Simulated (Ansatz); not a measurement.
Input file:

```yaml
crystal:
  periodic: [false, false, false]
  atoms:
    - {symbol: C, position_ang: [0.000000, 0.000000, -1.420733]}
    - {symbol: N, position_ang: [0.000000, 0.000000, -0.239633]}
    - {symbol: Si, position_ang: [0.000000, 0.000000, 1.660367]}
basis:
  gaussian: {orbitals: cc-pVDZ}
magnetization: {spin_polarized: false, initial_magnetization: 3}
correlation: {method: sc_nevpt2, electrons: outside_noble_gas, active_space: {window: {electrons: 13, orbitals: 8}, states: [{multiplicity: 4, weights: [0.5, 1]}]}}
output: {forces: true}
```

```sh
$ ansatz run in.yaml --threads 1 --pin off --events-out ev --progress --plain --max-ram 2393MiB
```

Output:

```
847 factors; integrals over basis functions are off by at most 2.1e-7 eV
mean field evaluation 1: about -10367.1650 eV, gradient 1.5e1 eV
mean field evaluation 2: about -10367.1696 eV, gradient 1.5e1 eV
mean field evaluation 4: about -10368.7791 eV, gradient 4.0e0 eV
mean field evaluation 8: about -10368.1953 eV, gradient 1.1e1 eV
mean field evaluation 16: about -10370.3939 eV, gradient 1.8e-5 eV
mean field evaluation 32: about -10368.3491 eV, gradient 3.0e0 eV
mean field evaluation 64: about -10368.6152 eV, gradient 1.7e-4 eV
mean field -10370.39389815 eV, -381.1049464517 hartree, gradient 1.9e-6 eV, S^2 3.750000; 6 other end points of the search recorded, 0 dependent functions left out
reference -10370.39389815 eV, -381.1049464517 hartree; 15, 12 occupied and 31, 34 virtual orbitals, 847 factors
state -10369.09519338 eV, -381.0572199317 hartree
state -10367.78705133 eV, -381.0091465980 hartree
state -10369.09519338 eV, -381.0572199317 hartree; corrected -10377.46903406 eV, -381.3649529007 hartree
state -10367.78705133 eV, -381.0091465980 hartree; corrected -10374.37920587 eV, -381.2514038089 hartree
state -10368.95096261 eV, -381.0519195484 hartree
state -10367.48602321 eV, -380.9980840187 hartree
state -10368.95096261 eV, -381.0519195484 hartree; corrected -10377.74118589 eV, -381.3749542959 hartree
state -10367.48602321 eV, -380.9980840187 hartree; corrected -10375.91436535 eV, -381.3078198792 hartree
state -10368.95096261 eV, -381.0519195484 hartree; corrected -10377.74118589 eV, -381.3749542959 hartree
state -10367.48602321 eV, -380.9980840187 hartree; corrected -10375.91436535 eV, -381.3078198792 hartree
the orbitals are reached from a further start. From the first start the search ends at -10368.22309301 eV, -381.0251708343 hartree
the calculation of the forces begins
WARN: the results are in doubt because another end's mean lies 0.249 eV lower, and its corrected mean 1.114 eV higher
Total energy: -10376.52330553 eV, -381.3301980181 hartree
Atom 0 at     0.000000     0.000000    -1.420733 Å, force     0.000000     0.000000    -0.025550 eV/Å
Atom 1 at     0.000000     0.000000    -0.239633 Å, force     0.000000     0.000000     0.837741 eV/Å
Atom 2 at     0.000000     0.000000     1.660367 Å, force    -0.000000    -0.000000    -0.812191 eV/Å
Dipole moment:     0.000000     0.000000    -0.187445 e Å
In doubt: another end's mean lies 0.249 eV lower, and its corrected mean 1.114 eV higher
```

Natural occupations, averaged over the states: 2.0000 1.9993 1.9908 1.9908 1.6596 1.3411 1.0092 1.0092.

The total printed last is the weighted mean of the 2 states, 1.218 eV above the lowest of them, and is no single state's energy. Before any correction even the lowest state lies above the reference determinant, by 1.44 eV, so the averaged orbitals or the space serve it badly.

Forces (eV/Å):
```
C    0.000  0.000 -0.026
N    0.000  0.000  0.838
Si   0.000  0.000 -0.812
```

Ran on 1 thread of Intel Xeon 6975P-C, shared host: 2.4 s wall, 0.15 GiB peak host memory.
